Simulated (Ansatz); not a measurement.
**BiPt: computed properties**

Theory: DFT PBEsol, scalar-relativistic, plane waves, PAW (Ansatz).

Plane waves to 420 eV, a k mesh through Γ of 12×12×8 on the computed 4-atom cell and Gaussian smearing (0.10 eV); no spin polarisation.

The structure is relaxed at this level of theory with its symmetry kept. Whether it is the stable form of this composition wasn't checked.

It takes space group P6_3/mmc (No. 194, hexagonal). Conventional cell: a = 4.362 Å, b = 4.362 Å, c = 5.488 Å, α = 90.00°, β = 90.00°, γ = 120.00°. Around Bi (site symmetry -6m2) lie 6 Pt at 2.87 Å. Pt (site symmetry -3m) is surrounded by 2 Pt at 2.74 Å and 6 Bi at 2.87 Å.

| Property | Result |
| --- | --- |
| Volume per atom | 22.61 Å³ |
| Formation energy from the elements' standard states (uncorrected) | -0.265 eV/atom |
| Kohn–Sham band gap | none (metal) |
| Density of states at the Fermi level | 1.93 states/eV per cell |
| Löwdin character within 0.5 eV of the Fermi level | Bi 6p 51 %, Pt 5d 36 %, unprojected 5 % |
| Bulk modulus | 123 GPa |
| Its pressure derivative | 5.2 |
| Bader charges (e) | Bi (2 in the cell) 0.71, Pt (2 in the cell) -0.71 |

Spin-orbit coupling is left out, which matters for the bands of heavy elements.

Cost: 6 runs of about 8.6 core-minutes in all, on Arm Neoverse V1 (shared hosts).